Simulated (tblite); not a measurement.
Species: C4H7O2 (doublet state).
Atom-mapped SMILES: `[CH2:1][CH2:2][C:3](=[O:4])[O:5][CH3:6]` (hydrogens: H7, H8 on C1; H9, H10 on C2; H11, H12, H13 on C6)

Structure used (GFN2-xTB), in Å, numbered top down from 1:
```
atom  x, y, z in Å
C1    -2.0361   -0.0445   -0.4704
C2    -1.3382    0.1317    0.8097
C3     0.0711   -0.3714    0.4858
O4     0.4344   -1.5124    0.5883
O5     0.8214    0.6217   -0.0023
C6     2.1200    0.2611   -0.4564
H7    -1.9204    0.6889   -1.2451
H8    -2.4551   -0.9986   -0.7245
H9    -1.7576   -0.4894    1.5998
H10   -1.2768    1.1771    1.1099
H11    2.6781   -0.2304    0.3428
H12    2.0474   -0.4207   -1.3062
H13    2.6073    1.1873   -0.7493
```

Computed geometry: GFN2-xTB, gas phase. This method treats the open shell by occupation alone, without spin polarisation.

Masses are those of the commonest isotopes; rigid-rotor values at the optimised geometry. The values belong to one conformer with, in the numbering `[CH2:1][CH2:2][C:3](=[O:4])[O:5][CH3:6]`, H–C1–C2–C3 -81° and 84°, C1–C2–C3–O4 -89°, C2–C3–O5–C6 -175°.

Question: Give the principal moments of inertia and the rotational constants in cm⁻¹.

Answer: Ia = 74.29, Ib = 193.00, Ic = 227.61 u·Å²; 505379 MHz·u·Å²/I gives 6802, 2619 and 2220 MHz, that is A = 0.22691, B = 0.08735, C = 0.07406 cm⁻¹.

Question: What kind of rotor is it?

Answer: An asymmetric top: κ = (2 × 2619 − 6802 − 2220)/(6802 − 2220) = -0.83.

Question: Is it planar, by Δ = Ic − Ia − Ib?

Answer: Not planar: Δ = Ic − Ia − Ib = -39.68 u·Å². For a rigid frame Δ = −2 Σ m c², so Σ m c² = 19.84 u·Å² lies off the ab plane: 7.49 from hydrogen and 12.35 from heavier atoms. The atom farthest from that plane is 1.37 Å away.

Question: Give the other two planar moments, Paa and Pbb, and the rms extents of the mass along the axes.

Answer: Paa = Σ m a² = (Ib + Ic − Ia)/2 = 173.16 and Pbb = Σ m b² = (Ia + Ic − Ib)/2 = 54.45 u·Å². With the mass M = 87.04 u, the rms extents √(P/M) along a, b and c are 1.41, 0.79, 0.48 Å.

Question: Where do the levels up to J = 4 lie, in MHz?

Answer: Above 0(0,0):
J = 1: 1(0,1) 4839, 1(1,1) 9023, 1(1,0) 9421
J = 2: 2(0,2) 14490, 2(1,2) 18303, 2(1,1) 19497, 2(2,1) 32049, 2(2,0) 32076
J = 3: 3(0,3) 28899, 3(1,3) 32206, 3(1,2) 34594, 3(2,2) 46566, 3(2,1) 46700, 3(3,1) 68497, 3(3,0) 68498
J = 4: 4(0,4) 47991, 4(1,4) 50714, 4(1,3) 54688, 4(2,3) 65901, 4(2,2) 66299, 4(3,2) 87904, 4(3,1) 87912, 4(4,1) 118539, 4(4,0) 118539
The levels of one J sum to (2J + 1)J(J + 1)(A + B + C)/3.

Question: Estimate the classical rotational partition function at 10 K, 100 K and 298.15 K.

Answer: Point group C1, symmetry number σ = 1; q = (√π/σ)·√((kT/h)³/(ABC)), k/h = 20836.6 MHz/K: 848 at 10 K, 26800 at 100 K, 138000 at 298.15 K.

For this open shell read J as N, the rotation without spin; fine and hyperfine splittings come on top. Its GFN2-xTB frequencies are all real (lowest 51 cm⁻¹). These are rigid-rotor constants of the computed structure; measured ground-state constants (B0) also hold zero-point vibration.
